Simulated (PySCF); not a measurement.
C3H3S2 (charge +1).
SMILES with atom numbers: `[cH:1]1[cH:2][s:3][cH+:4][s:5]1` (hydrogens: H6 on C1; H7 on C2; H8 on C4)

Geometry (PBE0-D3(BJ)/def2-SVP, Å), atoms numbered from 1 in this order:
```
atom  x, y, z in Å
C1    -1.0109    0.2391   -0.4102
C2    -0.1211   -0.6381   -0.9452
S3     1.3677   -0.7932   -0.1099
C4     0.9990    0.3114    1.0886
S5    -0.4992    1.0476    1.0121
H6    -2.0041    0.4590   -0.8123
H7    -0.2840   -1.2361   -1.8458
H8     1.7090    0.5434    1.8898
```

Level of theory: core-valence-separated Tamm–Dancoff BHandHLYP/aug-pcX-1 (pcseg-1 on H, def2-SVPD on S) in PySCF, non-relativistic, gas phase, PBE0-D3(BJ)/def2-SVP geometry. Absolute energies from this functional tend to lie a few eV below measured edges; no shift was applied.

The lowest roots of each edge with f over 0.003 (five at most, numbered afresh; weaker and dark ones are left out), with transition dipoles (au) in the frame of the coordinates:

| root | edge | E (eV) | μx | μy | μz |
| --- | --- | --- | --- | --- | --- |
| 1 | C | 282.74 | -0.0387 | -0.0732 | 0.0555 |
| 2 | C | 283.41 | 0.0529 | 0.0998 | -0.0757 |
| 3 | C | 285.29 | 0.0084 | 0.0161 | -0.0122 |
| 4 | C | 286.11 | -0.0405 | 0.0380 | 0.0220 |
| 5 | C | 286.14 | 0.0577 | 0.0200 | 0.0666 |

What are the oscillator strengths?

f = (2/3) ΔE |μ|², with ΔE in hartree (27.2114 eV):

```tsv
root	ΔE (Eh)	|μ|² (au)	f	core hole on
1	10.3903	0.009935	0.069	C4
2	10.4151	0.018481	0.128	C1/C2
3	10.4840	0.000480	0.003	C1/C2
4	10.5142	0.003571	0.025	C1/C2
5	10.5156	0.008166	0.057	C1/C2
```

What is the unit vector of the normal of the molecular plane, and which share of each root's |μ|² lies along it?

(-0.39, -0.73, 0.56), up to sign.

```csv
root,core hole on,share along it,final orbital under reflection in the plane
1,C4,1.00,odd
2,C1/C2,1.00,odd
3,C1/C2,1.00,odd
4,C1/C2,0.00,even
5,C1/C2,0.00,even
```

The 1s orbitals of atoms in the plane are even under the reflection, so light polarised along the normal reaches odd orbitals alone (the out-of-plane π set) and light polarised in the plane even ones.

For fixed molecules, how does the intensity of root 1 change when the electric field is turned 30° away from the normal of the molecular plane?

Intensity goes as (E·μ)², and μ lies along that direction, so it falls to cos²30° = 0.75 of its maximum; it vanishes at 90°.

Molecules are fixed in this frame and the field points along (1, 0, −1)/√2. What effective strengths 3 f cos²θ do the roots have (θ between field and μ)?

root 1 (C4): 0.092, root 2 (C1/C2): 0.172, root 3 (C1/C2): 0.004, root 4 (C1/C2): 0.041, root 5 (C1/C2): 0.001. Root 2 is the strongest. Averaged over all orientations cos²θ is 1/3, which gives f back.

